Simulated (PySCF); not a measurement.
Ionisation and electron attachment of sulfur dioxide

Molecule: `O=S=O` (O2S). Coordinates in Å; atoms count from 1 in this order:
```
O    -1.2404   -0.0766    0.2298
S     0.0081    0.1486   -0.4848
O     1.2560   -0.0766    0.2310
```

Computed at PBE0-D3(BJ)/ma-def2-TZVP // PBE0-D3(BJ)/ma-def2-SVP with PySCF (density fitting, grid level 2). Zero-point and thermal terms (298.15 K, 1 bar) come from unscaled PBE0-D3(BJ)/ma-def2-SVP harmonic frequencies, with soft modes damped to free rotors in the entropy.

Frontier levels of the parent: HOMO -9.69 eV, LUMO -3.71 eV.

Oxidation to the radical cation:
| Quantity | Value |
| --- | --- |
| Vertical ionisation energy (electronic) | 12.45 eV |
| Adiabatic ionisation energy (with zero-point energy) | 12.21 eV |
| Adiabatic, electronic part | 12.22 eV |
| Vertical gap at the product's structure | 12.04 eV |
| Inner reorganisation energy (four-point) | 402 meV |
| Relaxation of product / of parent | 221 / 180 meV |
| ⟨S²⟩ of the product | 0.759 |
| Largest spin populations | O1 0.37, O3 0.37, S2 0.27 |
| Largest changes of atomic charge | S2 0.34, O1 0.33, O3 0.33 |
| Distances that move most (Å) | S2–O3 1.456 → 1.442; O1–S2 1.456 → 1.442 |

Reduction to the radical anion:
* Vertical electron affinity (electronic): 1.18 eV
* Adiabatic electron affinity (with zero-point energy): 1.31 eV
* Adiabatic, electronic part: 1.28 eV
* Vertical gap at the product's structure: 1.83 eV
* Inner reorganisation energy (four-point): 656 meV
* Relaxation of product / of parent: 98 / 558 meV
* ⟨S²⟩ of the product: 0.757
* Largest spin populations: S2 0.52, O1 0.24, O3 0.24
* Largest changes of atomic charge: S2 -0.56, O3 -0.22, O1 -0.22
* Distances that move most (Å): O1–S2 1.456 → 1.533; S2–O3 1.456 → 1.533

Measured values (NIST Chemistry WebBook, evaluated or the median of agreeing entries): vertical ionisation energy 12.50 eV (computed 12.45, difference -0.05); adiabatic ionisation energy 12.35 eV (computed 12.21, difference -0.14); adiabatic electron affinity 1.10 eV (computed 1.31, difference 0.21).

Note: the split of the reorganisation energy is sensitive to the structures, which come from another level (PBE0-D3(BJ)/ma-def2-SVP).
